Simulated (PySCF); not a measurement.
**C₃H₃F₂N: electronic excitations and core binding energies**

Aim: predict the electronic excitations and core binding energies of C₃H₃F₂N (`[H]/N=C\C=C(F)F`).

Programs: PySCF 2.14.0, with density-fitted response routines of our own. Each step states its level of theory. These are calculated values for one molecule in the gas phase, unless marked as measured. Atoms count from 0, in the outputs and in this text.

## (1) Starting geometry

9 atoms, charge 0, multiplicity 1; geometry from: GFN2-xTB.

Bonds of the start (Å): N0–C1 1.26, C1–C2 1.46, C2–C3 1.33, C3–F4 1.32, C3–F5 1.32, N0–H6 1.02, C1–H7 1.09, C2–H8 1.08.

## (2) TDDFT and polarisability: PBE0/def2-SVPD

Job settings and geometry (Å):

```
{"job": {"kind": "uv", "xc": "PBE0", "basis": "def2-SVPD", "nstates": 8, "ntriplets": 3}, "charge": 0, "multiplicity": 1}
N      2.128590     0.326354     0.027291
C      0.915533     0.385036     0.349008
C     -0.202943    -0.263721    -0.328757
C     -1.458160    -0.147113     0.080960
F     -1.864719     0.550764     1.126900
F     -2.499016    -0.719258    -0.503692
H      2.331404    -0.238938    -0.796909
H      0.667377     0.979633     1.222580
H     -0.004505    -0.866764    -1.202562
```

Level: TDDFT PBE0/def2-SVPD, vertical, gas phase, core orbitals frozen in the response.

Command:

```sh
> OMP_NUM_THREADS=1 python probes_run.py task.json out
```

This one command runs all jobs of the session in turn.

Standard output:

```text
coarse grid: 8352 points
cycle   1  E = -369.7065007267  dE =  9.615e-01  |g| = 7.270e-01  |ddm| = 4.774e+00
cycle   2  E = -369.4514787580  dE =  2.550e-01  |g| = 1.289e+00  |ddm| = 3.676e+00
cycle   3  E = -369.8178424699  dE = -3.664e-01  |g| = 1.423e-01  |ddm| = 3.064e+00
cycle   4  E = -369.8213050467  dE = -3.463e-03  |g| = 8.036e-02  |ddm| = 4.000e-01
cycle   5  E = -369.8225912109  dE = -1.286e-03  |g| = 1.643e-02  |ddm| = 1.928e-01
cycle   6  E = -369.8226529971  dE = -6.179e-05  |g| = 5.891e-03  |ddm| = 3.906e-02
cycle   7  E = -369.8226595152  dE = -6.518e-06  |g| = 1.896e-03  |ddm| = 8.947e-03
final grid: 83944 points
cycle   8  E = -369.8687764961  dE = -2.472e-05  |g| = 5.112e-03  |ddm| = 8.850e-02
cycle   9  E = -369.8687735687  dE =  2.927e-06  |g| = 6.618e-03  |ddm| = 2.738e-02
cycle  10  E = -369.8687822337  dE = -8.665e-06  |g| = 9.449e-04  |ddm| = 1.478e-02
cycle  11  E = -369.8687824251  dE = -1.914e-07  |g| = 3.023e-04  |ddm| = 1.648e-03
cycle  12  E = -369.8687824430  dE = -1.790e-08  |g| = 1.058e-04  |ddm| = 7.803e-04
cycle  13  E = -369.8687824451  dE = -2.097e-09  |g| = 2.163e-05  |ddm| = 2.586e-04
cycle  14  E = -369.8687824452  dE = -9.834e-11  |g| = 9.338e-06  |ddm| = 6.173e-05
converged SCF energy = -369.8687824452

Static polarisability (au): isotropic 48.723, principal 30.111 42.381 73.677

Singlet excitations
state   eV       nm        f      main configurations
  1   4.6809    264.9   0.00271   H->L 0.98
  2   6.3396    195.6   0.52019   H-1->L 0.94
  3   7.1879    172.5   0.00776   H-1->L+1 0.97
  4   7.3014    169.8   0.02086   H->L+1 0.79, H->L+2 0.16
  5   7.5398    164.4   0.00105   H->L+3 0.97
  6   7.7001    161.0   0.00215   H-1->L+2 0.95
  7   7.7302    160.4   0.05407   H->L+2 0.80, H->L+1 0.16
  8   7.9690    155.6   0.07655   H-1->L+3 0.57, H-2->L 0.37

Triplet excitations (Tamm-Dancoff, eV): 3.6680 3.9038 5.6863
```

Run time: 17 s. Hardware: 1 thread of Arm Neoverse V1, shared host; peak memory 0.61 GiB.

The orbitals next to the gap, with their largest atomic shares:

```
orbital      eV                      atoms
 HOMO−3  -11.90  C1 27 %, C2 20 %, N0 18 %
 HOMO−2  -10.61  C1 33 %, N0 30 %, C2 19 %
 HOMO−1   -7.94  C2 27 %, N0 22 %, C3 22 %
   HOMO   -7.84   N0 64 %, C1 15 %, H6 9 %
   LUMO   -1.40  N0 26 %, C3 24 %, C1 20 %
 LUMO+1    0.52  C3 37 %, C2 17 %, F4 13 %
 LUMO+2    1.08  H6 25 %, H8 24 %, C2 11 %
```

With each of the 8 states as a Gaussian band of 0.4 eV half-width at 1/e, the curve within the window shown has maxima at 196 nm (ε 21,000), 158 nm (ε 5,100) L/(mol cm). Beyond the last state computed it falls off for lack of states. The curve at chosen wavelengths:

| nm | ε (L/mol/cm) |
| --- | --- |
| 150 | 2138 |
| 156 | 4850 |
| 162 | 4387 |
| 168 | 2556 |
| 174 | 1730 |
| 181 | 4491 |
| 187 | 12426 |
| 193 | 20116 |
| 199 | 19601 |
| 205 | 12462 |
| 211 | 5553 |
| 217 | 1842 |
| 223 | 479 |
| 230 | 82 |
| 236 | 27 |
| 242 | 34 |
| 248 | 58 |
| 254 | 85 |
| 260 | 104 |
| 266 | 109 |
| 272 | 100 |
| 279 | 77 |
| 285 | 56 |
| 291 | 37 |
| 297 | 22 |
| 303 | 13 |

Leading natural transition orbitals of singlet state 2: the hole lies on C2 33 %; C3 23 %; N0 17 %; the particle on N0 27 %; C1, C3 about 23 % each; H6, H7 about 7 % each.

Leading natural transition orbitals of singlet state 1: the hole lies on N0 66 %; H6 12 %; H7 7 %; the particle on N0 27 %; C1, C3 about 24 % each; C2 8 %.

Ground-state properties from the same run:

```
           property  computed
  dipole moment (D)      1.80
polarisability (Å³)      7.22
 HOMO–LUMO gap (eV)      6.44
      −ε(HOMO) (eV)      7.84
```

The fields below are evaluated on a grid from the run's orbitals.

Frontier orbitals at PBE0/def2-SVPD, with the share of their density that lies nearest to each atom:

```
orbital  energy (eV)                    lies on
   HOMO        -7.84   N0 68 %; H6 11 %; H7 7 %
   LUMO        -1.40  C3 28 %; N0 23 %; C1 19 %
```

ELF in a plane through or near 9 of the atoms.

Ten even steps from ' ' (0.00) to '@' (1.00):
```
                                                        
                                                        
                                                        
                    ..++++::                            
                    ##@@@@%%::    ::--::....            
          ......    %%@@@@@@++  ::**####++--..          
        ::**##++..  %%@@@@@@++  ==%%**##%%**::          
      ::**%%@@@@++--++@@@@##::  ::##::++%%**::          
      ==##@@@@@@**##--++--++--..::++%%##==..            
      --++%%%%++******--++%%****##::::--......          
      ..::==##%%****++++%%----==@@::::**####**--..      
          ==@@@@@@##..::++--::--##==**##++++%%==..      
          ++@@@@@@%%  ..##@@@@##--  ==%%++**##--..      
          --%%@@%%==  ==@@@@@@@@==  --##%%##==..        
            ::==::    ++@@@@@@@@==  ..====--..          
                      ::##@@@@##..                      
                          ::::                          
                                                        
                                                        
                                                        
```
The map spans 10.2 Å across and 8.3 Å up, centred on the molecule. Atoms in the plane (x, y in Å): N0 (-2.1, 0.2), C1 (-0.9, 0.5), C2 (0.2, -0.4), C3 (1.5, 0.0), F4 (1.9, 1.2), F5 (2.5, -0.8), H6 (-2.3, -0.8), H7 (-0.7, 1.6), H8 (0.0, -1.5).

On the surface of density 0.002 e/bohr³ the electrostatic potential runs, from the 1st to the 99th percentile, from -1.79 V near N0 to 1.57 V near H8.

## (3) Core-electron binding energies: SCAN, X2C

Settings changed since step 2:

```diff
@@ -1,2 +1,2 @@
-{"job": {"kind": "uv", "xc": "PBE0", "basis": "def2-SVPD", "nstates": 8, "ntriplets": 3}, "charge": 0, "multiplicity": 1}
+{"job": {"kind": "xps"}, "charge": 0, "multiplicity": 1}
 N      2.128590     0.326354     0.027291
```

Level: delta-SCF UKS SCAN, pcX-2 on the ionised atom, pcseg-1 elsewhere, spin-free X2C.

Standard output:

```text
ground state, core basis on atom 0 (N), 130 functions
  cycle   1  E = -370.47023517  |g| = 7.38e-01
  cycle   2  E = -370.00484700  |g| = 1.55e+00
  cycle   3  E = -370.56736372  |g| = 2.82e-01
  cycle   4  E = -370.58530420  |g| = 1.01e-01
  cycle   5  E = -370.58698278  |g| = 4.17e-02
  cycle   6  E = -370.58735273  |g| = 9.95e-03
  cycle   7  E = -370.58736112  |g| = 8.09e-03
  cycle   8  E = -370.58737675  |g| = 9.64e-04
  cycle   9  E = -370.58737749  |g| = 3.76e-04
  E(ground) = -370.58723791 Eh
hole in N 1s of atom 0
  cycle   1  E = -355.00783117  |g| = 1.85e+00
  cycle   2  E = -353.94761285  |g| = 2.22e+00
  cycle   3  E = -355.53251148  |g| = 6.02e-01
  cycle   4  E = -355.59594726  |g| = 4.59e-01
  cycle   5  E = -355.71594095  |g| = 1.21e-01
  cycle   6  E = -355.72227066  |g| = 5.33e-02
  cycle   7  E = -355.72341470  |g| = 1.72e-02
  cycle   8  E = -355.72351781  |g| = 6.70e-03
  cycle   9  E = -355.72353313  |g| = 2.77e-03
  cycle  10  E = -355.72353727  |g| = 1.34e-03
  cycle  11  E = -355.72353830  |g| = 4.87e-04
  E(ion) = -355.72383489 Eh   <S^2> = 0.7753   hole on atom = 1.000   binding energy = 404.454 eV
ground state, core basis on atom 1 (C), 130 functions
  cycle   1  E = -370.57755683  |g| = 5.84e-02
  cycle   2  E = -370.57728281  |g| = 3.87e-02
  cycle   3  E = -370.57700262  |g| = 5.02e-02
  cycle   4  E = -370.57763478  |g| = 5.86e-03
  cycle   5  E = -370.57764433  |g| = 9.16e-04
  cycle   6  E = -370.57764542  |g| = 2.75e-04
  E(ground) = -370.57899957 Eh
hole in C 1s of atom 1
  cycle   1  E = -359.27191926  |g| = 1.51e+00
  cycle   2  E = -358.12427978  |g| = 2.04e+00
  cycle   3  E = -359.61321387  |g| = 6.26e-01
  cycle   4  E = -359.54483496  |g| = 7.12e-01
  cycle   5  E = -359.81117088  |g| = 1.87e-01
  cycle   6  E = -359.82538292  |g| = 1.03e-01
  cycle   7  E = -359.82947787  |g| = 2.74e-02
  cycle   8  E = -359.82994694  |g| = 1.05e-02
  cycle   9  E = -359.83016826  |g| = 9.48e-03
  cycle  10  E = -359.83035968  |g| = 6.51e-03
  cycle  11  E = -359.83055168  |g| = 4.07e-03
  cycle  12  E = -359.83058669  |g| = 3.36e-03
  cycle  13  E = -359.83059653  |g| = 1.34e-03
  cycle  14  E = -359.83059997  |g| = 7.56e-04
  cycle  15  E = -359.83060122  |g| = 4.09e-04
  E(ion) = -359.83137264 Eh   <S^2> = 0.8554   hole on atom = 1.000   binding energy = 292.458 eV
ground state, core basis on atom 2 (C), 130 functions
  cycle   1  E = -370.57694954  |g| = 6.05e-02
  cycle   2  E = -370.57654467  |g| = 4.67e-02
  cycle   3  E = -370.57650007  |g| = 4.73e-02
  cycle   4  E = -370.57706775  |g| = 1.07e-02
  cycle   5  E = -370.57709761  |g| = 1.44e-03
  cycle   6  E = -370.57709782  |g| = 4.70e-04
  E(ground) = -370.57885545 Eh
hole in C 1s of atom 2
  cycle   1  E = -359.29565736  |g| = 1.51e+00
  cycle   2  E = -358.16411259  |g| = 2.13e+00
  cycle   3  E = -359.64589405  |g| = 7.07e-01
  cycle   4  E = -359.75718671  |g| = 4.69e-01
  cycle   5  E = -359.84755120  |g| = 1.74e-01
  cycle   6  E = -359.86109591  |g| = 4.84e-02
  cycle   7  E = -359.86190583  |g| = 1.79e-02
  cycle   8  E = -359.86204122  |g| = 6.99e-03
  cycle   9  E = -359.86207904  |g| = 3.52e-03
  cycle  10  E = -359.86209589  |g| = 1.97e-03
  cycle  11  E = -359.86211002  |g| = 1.24e-03
  cycle  12  E = -359.86211438  |g| = 1.25e-03
  cycle  13  E = -359.86211740  |g| = 6.59e-04
  cycle  14  E = -359.86212020  |g| = 3.65e-04
  E(ion) = -359.86446164 Eh   <S^2> = 0.7854   hole on atom = 1.000   binding energy = 291.554 eV
ground state, core basis on atom 3 (C), 130 functions
  cycle   1  E = -370.58474513  |g| = 6.01e-02
  cycle   2  E = -370.58462035  |g| = 3.36e-02
  cycle   3  E = -370.58455508  |g| = 3.78e-02
  cycle   4  E = -370.58482442  |g| = 8.45e-03
  cycle   5  E = -370.58484152  |g| = 1.58e-03
  cycle   6  E = -370.58484106  |g| = 5.24e-04
  cycle   7  E = -370.58484114  |g| = 1.56e-04
  E(ground) = -370.58569701 Eh
hole in C 1s of atom 3
  cycle   1  E = -359.13741995  |g| = 1.51e+00
  cycle   2  E = -353.84355408  |g| = 3.17e+00
  cycle   3  E = -358.63295028  |g| = 1.36e+00
  cycle   4  E = -359.64910423  |g| = 3.85e-01
  cycle   5  E = -359.66975257  |g| = 3.15e-01
  cycle   6  E = -359.70217672  |g| = 1.07e-01
  cycle   7  E = -359.70673879  |g| = 4.66e-02
  cycle   8  E = -359.70787394  |g| = 1.53e-02
  cycle   9  E = -359.70808793  |g| = 8.65e-03
  cycle  10  E = -359.70826650  |g| = 7.86e-03
  cycle  11  E = -359.70849256  |g| = 6.23e-03
  cycle  12  E = -359.70860249  |g| = 3.65e-03
  cycle  13  E = -359.70865609  |g| = 1.96e-03
  cycle  14  E = -359.70866967  |g| = 1.03e-03
  cycle  15  E = -359.70866999  |g| = 5.11e-04
  cycle  16  E = -359.70867001  |g| = 1.36e-04
  E(ion) = -359.71051797 Eh   <S^2> = 0.8834   hole on atom = 1.000   binding energy = 295.929 eV
ground state, core basis on atom 4 (F), 130 functions
  cycle   1  E = -370.61917934  |g| = 1.20e-01
  cycle   2  E = -370.61819140  |g| = 8.75e-02
  cycle   3  E = -370.61832784  |g| = 7.90e-02
  cycle   4  E = -370.61943110  |g| = 1.54e-02
  cycle   5  E = -370.61949389  |g| = 1.50e-03
  cycle   6  E = -370.61949392  |g| = 8.53e-04
  cycle   7  E = -370.61949311  |g| = 1.42e-04
  E(ground) = -370.62239939 Eh
hole in F 1s of atom 4
  cycle   1  E = -344.19186343  |g| = 2.58e+00
  cycle   2  E = -341.31643687  |g| = 2.87e+00
  cycle   3  E = -342.82471584  |g| = 1.90e+00
  cycle   4  E = -344.99549610  |g| = 4.53e-01
  cycle   5  E = -345.02092409  |g| = 3.53e-01
  cycle   6  E = -345.07924819  |g| = 1.21e-01
  cycle   7  E = -345.08558498  |g| = 4.96e-02
  cycle   8  E = -345.08667367  |g| = 8.89e-03
  cycle   9  E = -345.08669351  |g| = 5.66e-03
  cycle  10  E = -345.08670647  |g| = 1.42e-03
  cycle  11  E = -345.08670939  |g| = 7.94e-04
  cycle  12  E = -345.08671090  |g| = 6.79e-04
  cycle  13  E = -345.08671342  |g| = 6.16e-04
  cycle  14  E = -345.08672028  |g| = 5.30e-04
  cycle  15  E = -345.08672272  |g| = 4.46e-04
  E(ion) = -345.09601067 Eh   <S^2> = 0.7589   hole on atom = 1.000   binding energy = 694.608 eV
ground state, core basis on atom 5 (F), 130 functions
  cycle   1  E = -370.61851971  |g| = 1.51e-01
  cycle   2  E = -370.61454171  |g| = 1.88e-01
  cycle   3  E = -370.61966799  |g| = 5.18e-02
  cycle   4  E = -370.62004443  |g| = 1.60e-02
  cycle   5  E = -370.62009551  |g| = 3.35e-03
  cycle   6  E = -370.62009869  |g| = 8.75e-04
  cycle   7  E = -370.62009834  |g| = 1.89e-04
  E(ground) = -370.62266223 Eh
hole in F 1s of atom 5
  cycle   1  E = -344.19593183  |g| = 2.58e+00
  cycle   2  E = -341.41516187  |g| = 2.89e+00
  cycle   3  E = -342.87098865  |g| = 1.87e+00
  cycle   4  E = -345.01606319  |g| = 4.17e-01
  cycle   5  E = -345.01942350  |g| = 3.69e-01
  cycle   6  E = -345.08394543  |g| = 1.32e-01
  cycle   7  E = -345.09164679  |g| = 4.39e-02
  cycle   8  E = -345.09249574  |g| = 7.51e-03
  cycle   9  E = -345.09252045  |g| = 3.63e-03
  cycle  10  E = -345.09252565  |g| = 2.47e-03
  cycle  11  E = -345.09252916  |g| = 9.32e-04
  cycle  12  E = -345.09253252  |g| = 7.93e-04
  cycle  13  E = -345.09253764  |g| = 6.90e-04
  cycle  14  E = -345.09254513  |g| = 6.01e-04
  cycle  15  E = -345.09254998  |g| = 4.77e-04
  E(ion) = -345.10151440 Eh   <S^2> = 0.7608   hole on atom = 1.000   binding energy = 694.466 eV
```

It took 27 s on 1 thread of Arm Neoverse V1, shared host; peak memory 0.43 GiB.

The holes in one table. −ε is the ground-state orbital energy:

```
     hole  stands for                      environment          ΔSCF (eV)  −ε (eV)   ⟨S²⟩
N1s on N0          N0                   imine nitrogen             404.45    385.8  0.775
C1s on C1          C1                       C=N carbon  292.46 (doubtful)    275.3  0.855
C1s on C2          C2                        alkene CH             291.55    274.6  0.785
C1s on C3          C3  fully substituted alkene carbon  295.93 (doubtful)    279.1  0.883
F1s on F4          F4                 vinylic fluorine             694.61    668.7  0.759
F1s on F5          F5                 vinylic fluorine             694.47    668.6  0.761
```

Doubtful: the ion did not converge, its hole moved, or its ⟨S²⟩ is well above 0.75.

## (4) Summary of results

```
                                                    quantity                        value
                             lowest singlet (PBE0/def2-SVPD)  4.68 eV (265 nm), f = 0.003
                    brightest single state of those computed  state 2, 6.34 eV, f = 0.520
                                              lowest triplet                      3.67 eV
                       surface potential, 1st and 99th percentile           -1.79 V and 1.57 V
                            F1s binding energies, SCAN/pcX-2      F4 694.61, F5 694.47 eV
                            N1s binding energies, SCAN/pcX-2                 N0 404.45 eV
C1s binding energies, SCAN/pcX-2 (standing for 1 of 3 atoms)                 C2 291.55 eV
```

In words: The first singlet state (HOMO→LUMO 0.98) lies at 4.68 eV and is weak; of the 8 states computed, the strongest absorption comes from state 2 at 6.34 eV. The lowest triplet lies 1.01 eV below the lowest singlet (triplets in Tamm-Dancoff, singlets in full TDDFT). At PBE0/def2-SVPD, counted by nearest atom on the grid, the HOMO lies on N0 68 %; H6 11 %, the LUMO on C3 28 %; N0 23 %. The F1s levels kept as sound span 0.14 eV, from F5 (vinylic fluorine) up to F4 (vinylic fluorine).
